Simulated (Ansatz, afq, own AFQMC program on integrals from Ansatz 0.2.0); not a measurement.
# Atomization energy of CH$_{3}$B, triplet

```yaml
atoms:
  - { symbol: B, position_ang: [0.0000, 0.0504, 0.7398] }
  - { symbol: C, position_ang: [0.0000, -0.1015, -0.7490] }
  - { symbol: H, position_ang: [0.0000, 1.1489, 1.2274] }
  - { symbol: H, position_ang: [0.0000, -0.9087, 1.4552] }
  - { symbol: H, position_ang: [0.0000, 0.4289, -1.6923] }
```

Connectivity, by distances: BH2–CH.

Atoms in their ground-state spins without spin–orbit coupling (mostly on UHF) minus the molecule (UHF), without zero-point energy. The geometry is a stationary point, not shown to be a minimum.

Basis cc-pVDZ. Only valence electrons are correlated. Ansatz 0.2.0 and our own AFQMC program on the same integrals; the CISD trial comes from CCSD amplitudes, and released means the phaseless constraint is let go. Error bars are statistical, one sigma. The errors of all members are added in quadrature.

No full CI on the walks' own integrals is used here; CCSDT(Q) serves as the reference and is uncertain by about the last step of the cluster series. Each member takes its own surest rung, up to full CI.

The best estimate is CCSD(T) at the basis-set limit (CBS: def2-TZVPP and def2-QZVPP, with their diffuse functions for anions and beside diffuse sets, CCSD(T) itself extrapolated) plus the step from CCSD(T) to CCSDT(Q) in cc-pVDZ. Rows without CBS are in cc-pVDZ, the functionals in def2-TZVP; B2PLYP and the wave-function rows carry a basis error of their own. Core correlation and relativity beyond core potentials are missing, and ± holds the sampling alone.

```csv
level,atomization energy (kcal/mol)
HF,303.2
MP2,352.9
wB97M-V,381.0
```

Problem. From these cheaper values, estimate the atomization energy at the level of the best estimate.

Solution. 375.3 kcal/mol (best estimate, highest rung CCSDT(Q)).

| level | atomization energy (kcal/mol) | error against the best estimate (kcal/mol) |
| --- | --- | --- |
| CCSD | 348.1 | -27.2 |
| CCSD(T) | 349.8 | -25.5 |
| ph-AFQMC/CISD | 350.1 ± 0.06 | -25.2 ± 0.06 |
| released AFQMC | 350.1 ± 0.04 | -25.2 ± 0.04 |
| HF/CBS | 309.0 | -66.3 |
| MP2/CBS | 377.6 | 2.3 |
| CCSD(T)/CBS | 375.0 | -0.2 |
| PBE | 386.5 | 11.3 |
| r2SCAN | 387.1 | 11.8 |
| PBE0 | 383.9 | 8.6 |
| B3LYP | 382.1 | 6.8 |
| B2PLYP | 376.4 | 1.1 |
| surest rungs in cc-pVDZ | 350.0 | -25.3 |

Correlation beyond CCSD(T) adds 0.2 kcal/mol. Going to the basis-set limit adds 25.3 kcal/mol at CCSD(T). The perturbative (T) step is worth +1.7 kcal/mol. The functionals spread over 10.7 kcal/mol; B2PLYP comes nearest and r2SCAN is 11.8 kcal/mol too high.

Best estimates are given only where the step beyond CCSD(T) is under 0.3 eV and no member's determinant is very poor (T1 over 0.05, or 0.07 for open shells, ⟨S²⟩ too high by 0.3, two states mixed), so the hardest cases are missing from such tables.

The functionals ran in a triple-zeta set and keep a basis error of their own, a few kJ/mol for each bond in atomization energies and more for double hybrids, so close places among them and the extrapolated levels can swap.

Each member of a difference takes its own highest rung, so a best estimate needn't equal the limit plus the step of one row. A walk keeps the symmetry of its determinant, which the program's search chose and which needn't be the lowest solution, so a lower state of the same spin and another symmetry isn't excluded. Released energies are given only where the last usable release times agree within the noise; a slower fall can still hide under it.
